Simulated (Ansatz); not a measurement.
Two isomers of C3H3F2N: A = `FCC1=C(F)N1`, B = `FC1(F)CC=N1`.

Computed with Ansatz on PBE0-D4/def2-TZVP structures; ΔE is electronic, products minus reactants. CBS: MP2 limit from def2 TZ/QZ plus the TZ coupled-cluster correction, frozen cores. DFT in def2-TZVPP. B3LYP here is the variant with VWN-RPA as its local correlation; programs differ in this. Each species was taken in one conformer, which may not be the lowest.

A:

Z-matrix (Å, degrees):
```
C
C 1 1.450
F 1 1.386 2 112.1
H 1 1.093 2 111.1 3 120.1
H 1 1.094 2 108.9 3 -119.7
C 2 1.273 1 163.1 3 71.9
N 2 1.633 1 136.9 3 -61.2
F 6 1.294 2 150.4 1 36.1
H 7 1.025 2 108.9 1 -95.0
```

B:

```xyz
9

F     1.5766   -0.4520   -1.1519
C     0.6258   -0.6293   -0.2251
F     1.0345   -1.6132    0.5867
C     0.1059    0.6469    0.4650
C    -1.1355    0.1758   -0.2364
N    -0.6952   -0.8837   -0.8069
H     0.5446    1.5804    0.1108
H     0.0947    0.6162    1.5551
H    -2.1514    0.5588   -0.2973
```

**Question.** Which is lower in electronic energy at CCSD(T)/CBS, and by how much? (An estimate is asked.)

**Answer.** Computed: B, by 65.5 kcal/mol.

**Question.** Give E(B) − E(A) in kcal/mol with CCSD(T)/def2-TZVPP, B2PLYP, CCSD/def2-TZVPP, PBE0-D4, PBE-D4, B3LYP, r2SCAN-D4. (An estimate is asked.)

**Answer.** Computed: CCSD(T)/def2-TZVPP -66.1, B2PLYP -62.4, CCSD/def2-TZVPP -67.4, PBE0-D4 -63.3, PBE-D4 -58.2, B3LYP -60.1, r2SCAN-D4 -62.2. None reverses the order clearly.

Largest T1 diagnostic: 0.013.

In def2-TZVPP, CCSD(T) changes the Hartree–Fock value by +6.3 kcal/mol (the triples alone add +1.3 kcal/mol) and MP2 by +7.7 kcal/mol. From PBE to PBE0 (25 % exact exchange), in def2-TZVPP and without D4, E(B) − E(A) moves by −5.2 kcal/mol.
